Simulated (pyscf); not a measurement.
Single points on ωB97X-D3(BJ)/def2-SVP structures (PySCF, gas phase).

### Question
For H₃C–Zn–NH₂ + methyl (CH₃•) -> ethane (H₃C–CH₃) + [H₂N–Zn]•, a substitution at C (doublet surface; C–Zn broken, C–C formed), PBE/def2-TZVP gives ΔE‡ = 80.9 kJ/mol and ΔE = -92.4 kJ/mol (zero: the separated reactants). In which direction and how far do r²SCAN/def2-TZVP, B3LYP-D3(BJ)/def2-TZVP, ωB97M-D3(BJ)/def2-TZVP move these?

### Answer
r²SCAN: ΔE‡ = 105.3 kJ/mol, ΔE = -74.1 kJ/mol; B3LYP-D3(BJ): ΔE‡ = 99.6 kJ/mol, ΔE = -89.8 kJ/mol; ωB97M-D3(BJ): ΔE‡ = 121.8 kJ/mol, ΔE = -87.0 kJ/mol. PBE's barrier lies under all of them, by 18.8 to 40.9 kJ/mol. Its reaction energy lies under all of them, by 2.5 to 18.3 kJ/mol. One saddle was located; it need not be the lowest between these sides. The angle at the attacked C is 177°. Elements up to Kr have no core potential and no relativistic terms here.
